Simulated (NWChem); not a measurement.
# C2F4 (tetrafluoroethylene): name the method

C2F4: 6 atoms, total charge 0, spin state singlet. As SMILES, `FC(F)=C(F)F`. Geometry: relaxed at PBE0-D4/def2-TZVP.

```xyz
6

F     1.1692   -1.1345   -0.7080
C     0.2025   -0.6402    0.0257
F    -0.3375   -1.5206    0.8323
C    -0.1884    0.6188   -0.0411
F     0.3515    1.4993   -0.8476
F    -1.1552    1.1131    0.6926
```

A calculation with NWChem 7.3.0 gave:

```
total energy  : -466.8973 Eh
dipole moment : 0.00 D
HOMO energy   : -7.33 eV
LUMO energy   : 8.37 eV
HOMO–LUMO gap : 15.70 eV
largest force : 3.028 eV/Å
```

Problem. Which of these levels gave the numbers?
A. HF/STO-3G
B. HF/3-21G
C. wB97X/6-31G* (spherical functions)
D. B3LYP/6-31G* (Cartesian functions)

Solution. A. The others give -475.4988 Eh (B3LYP/6-31G* (Cartesian functions)), -470.8527 Eh (HF/3-21G), -475.3963 Eh (wB97X/6-31G* (spherical functions)).
